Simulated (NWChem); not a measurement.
**An input for AlH3 (SMILES [H][Al]([H])[H])**

AlH3 has 4 atoms, charge 0, and is taken as a singlet. As SMILES, `[H][Al]([H])[H]`. Geometry: a GFN2-xTB relaxation, a rough one for these elements and not checked as a minimum.

```xyz
4

Al    0.0000    0.0000    0.0000
H     1.5527   -0.0305    0.0146
H    -0.7498    1.3598   -0.0191
H    -0.8028   -1.3293    0.0045
```

Settings wanted:

```json
{
 "task": "energy",
 "method": "DFT",
 "functional": "B2PLYP",
 "basis set": "def2-TZVP",
 "integral approximation": "none",
 "reference": "RKS",
 "frozen core orbitals": "5",
 "integration grid": "xfine",
 "SCF convergence threshold": "1e-08",
 "iteration cap": "100",
 "module": "dft"
}
```

Give an NWChem 7.3.0 job that does this.

One that was run (others would do as well):

alh3.nw:
```
start alh3
title "AlH3 B2PLYP"
memory 2200 mb

geometry noautosym nocenter noautoz
   Al    -0.000010    -0.000020     0.000020
   H      1.552650    -0.030520     0.014610
   H     -0.749810     1.359840    -0.019120
   H     -0.802830    -1.329300     0.004480
end

basis spherical bse
   * library def2-TZVP
end

dft
   xc hfexch 0.53 becke88 0.47 lyp 0.73 mp2 0.27
   dftmp2 semidirect
   grid xfine
   convergence energy 1e-08
   iterations 100
   mulliken
end

mp2
   freeze core 5
end

task dft
```

```bash
$ nwchem alh3.nw > alh3.out
```

Calculated total energy: -244.07661 Eh.
